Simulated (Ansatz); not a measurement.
# C₃H₈ (singlet): from Hartree-Fock to the top rungs, 6-31G*

How much of the correlation energy of C₃H₈ (singlet) does each wave-function method recover here?

Method: 6-31G*, core rule «outside noble gas», up to 3 orbitals frozen; program: Ansatz 0.2.0, Gaussian basis.

Plan: UHF; CCSD(T) on RHF; BCCD(T) on RHF; CISD; CCSDT(Q) on RHF; CASSCF and MRCISD+Q, 8 electrons in 8 orbitals; CASSCF and NEVPT4(SD), 8 electrons in 8 orbitals; CASSCF and NEVPT2, 8 electrons in 8 orbitals.

18 further runs of the same task are left out: 1 that didn't finish, 17 set aside as unsound or not needed.

**1. The geometry**

The geometry is an MP2(full)/6-31G* stationary point (not a proven minimum).

11 atoms, charge 0, spin multiplicity 1.

Atoms are counted from 1 here; the program's logs count them from 0.

Bond lengths: C1–C2 1.524 Å, C1–C3 1.524 Å, C1–H4 1.096 Å, C1–H5 1.096 Å, C2–H6 1.094 Å, C2–H8 1.094 Å, C2–H9 1.094 Å, C3–H7 1.094 Å, C3–H10 1.094 Å, C3–H11 1.094 Å. Angles: C2–C1–C3 112.4°, C2–C1–H4 109.5°, C2–C1–H5 109.5°, C3–C1–H4 109.5°, C3–C1–H5 109.5°, H4–C1–H5 106.3°, C1–C2–H6 111.5°, C1–C2–H8 110.8°, C1–C2–H9 110.8°, H6–C2–H8 107.9°, H6–C2–H9 107.9°, H8–C2–H9 107.7°, C1–C3–H7 111.5°, C1–C3–H10 110.8°, C1–C3–H11 110.8°, H7–C3–H10 107.9°, H7–C3–H11 107.9°, H10–C3–H11 107.7°.

Coordinates:

```mol
C3H8
  3D, bonds by distance, orders not assigned

 11 10  0  0  0  0  0  0  0  0999 V2000
    0.0000    0.0000    0.5786 C   0  0
    0.0000    1.2669   -0.2693 C   0  0
    0.0000   -1.2669   -0.2693 C   0  0
   -0.8769    0.0000    1.2356 H   0  0
    0.8769    0.0000    1.2356 H   0  0
    0.0000    2.1662    0.3530 H   0  0
    0.0000   -2.1662    0.3530 H   0  0
    0.8836    1.3042   -0.9135 H   0  0
   -0.8836    1.3042   -0.9135 H   0  0
   -0.8836   -1.3042   -0.9135 H   0  0
    0.8836   -1.3042   -0.9135 H   0  0
  1  2  8  0
  1  3  8  0
  1  4  8  0
  1  5  8  0
  2  6  8  0
  2  8  8  0
  2  9  8  0
  3  7  8  0
  3 10  8  0
  3 11  8  0
M  END
```

**2. UHF**

in.yaml reads:

```yaml
crystal:
  periodic: [false, false, false]
  atoms:
    - {symbol: C, position_ang: [0.000000, 0.000000, 0.578609]}
    - {symbol: C, position_ang: [0.000000, 1.266857, -0.269293]}
    - {symbol: C, position_ang: [0.000000, -1.266857, -0.269293]}
    - {symbol: H, position_ang: [-0.876898, 0.000000, 1.235606]}
    - {symbol: H, position_ang: [0.876898, 0.000000, 1.235606]}
    - {symbol: H, position_ang: [0.000000, 2.166150, 0.352959]}
    - {symbol: H, position_ang: [0.000000, -2.166150, 0.352959]}
    - {symbol: H, position_ang: [0.883619, 1.304234, -0.913512]}
    - {symbol: H, position_ang: [-0.883619, 1.304234, -0.913512]}
    - {symbol: H, position_ang: [-0.883619, -1.304234, -0.913512]}
    - {symbol: H, position_ang: [0.883619, -1.304234, -0.913512]}
basis:
  gaussian: {orbitals: "6-31G*"}
magnetization: {spin_polarized: true, initial_magnetization: 0}
hamiltonian: {xc: hf}
output: {orbitals: {seedname: orbitals}}
```

On the command line:

```console
$ ansatz run in.yaml --threads 1 --pin off --events-out ev --progress --plain --max-ram 4096MiB --backend cpu
```

Further steps of the session: CCSD(T) on RHF; BCCD(T) on RHF; CISD; CCSDT(Q) on RHF; CASSCF and MRCISD+Q, 8 electrons in 8 orbitals; CASSCF and NEVPT4(SD), 8 electrons in 8 orbitals; CASSCF and NEVPT2, 8 electrons in 8 orbitals.

**Question.** What will the summary of the whole plan be? Wanted: RCCSDT(Q) below the RHF energy; RMP2 from RCCSDT(Q); RCCSD from RCCSDT(Q); RCCSD(T) from RCCSDT(Q); NEVPT4(SD) frontier from RCCSDT(Q); T1 diagnostic.

As calculated:

```
                          quantity                      value
    RCCSDT(Q) below the RHF energy                -12.3557 eV
               RMP2 from RCCSDT(Q)              +149.7 kJ/mol
              RCCSD from RCCSDT(Q)               +33.2 kJ/mol
           RCCSD(T) from RCCSDT(Q)                +3.4 kJ/mol
NEVPT4(SD) frontier from RCCSDT(Q)               +22.4 kJ/mol
 levels within 1 kcal/mol (43 meV)  RCCSD(T), BCCD(T), RCCSDT
                     T1 diagnostic                      0.008
```

RCCSD(T) misses by +3.4 kJ/mol, 0.3 % of the correlation energy. These misses are within one basis, not against nature.
